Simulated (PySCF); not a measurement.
Method: core-valence-separated Tamm–Dancoff BHandHLYP/aug-pcX-1 (pcseg-1 on H) in PySCF, non-relativistic, gas phase, PBE0-D3(BJ)/def2-SVP geometry. Absolute energies from this functional tend to lie a few eV below measured edges; no shift was applied.

Main lines of an unknown, eV (oscillator strength): C K: 282.7 (0.235), 286.0 (0.046), 286.2 (0.033), 286.5 (0.046), 286.7 (0.041). Listed: the first five lines at most of each edge with a tenth or more of its strongest line's intensity; roots within 0.03 eV on the same or equivalent atoms are summed. Only the lowest roots were sought, and the top ones are left out.

Question: Which candidate gives them?
A. `C1=CC2C=CC12`
B. `C#C[C@H]1C=CC1`
C. `C#CC#CCC`
D. `C=C1C=CC=C1`

Answer: A. 

- `C1=CC2C=CC12`: C K: 282.7 (0.235), 286.0 (0.046), 286.2 (0.033), 286.5 (0.046), 286.7 (0.041). First C line listed at 282.7 eV, hole on the alkene CH carbon.
- `C#CC#CCC`: C K: 283.2 (0.058), 283.2 (0.059), 283.4 (0.121), 283.7 (0.081), 283.7 (0.066). First C line listed at 283.2 eV, hole on the terminal alkyne carbon (1s→π*).
- `C#C[C@H]1C=CC1`: C K: 282.8 (0.058), 282.8 (0.065), 283.6 (0.067), 283.7 (0.048), 283.7 (0.099). First C line listed at 282.8 eV, hole on the alkene CH carbon (1s→π*).
- `C=C1C=CC=C1`: C K: 281.7 (0.059), 282.1 (0.079), 282.3 (0.085), 282.4 (0.053), 285.9 (0.031). First C line listed at 281.7 eV, hole on the terminal =CH2 carbon (1s→π*).

One conformer each; other structures than these candidates weren't tested.
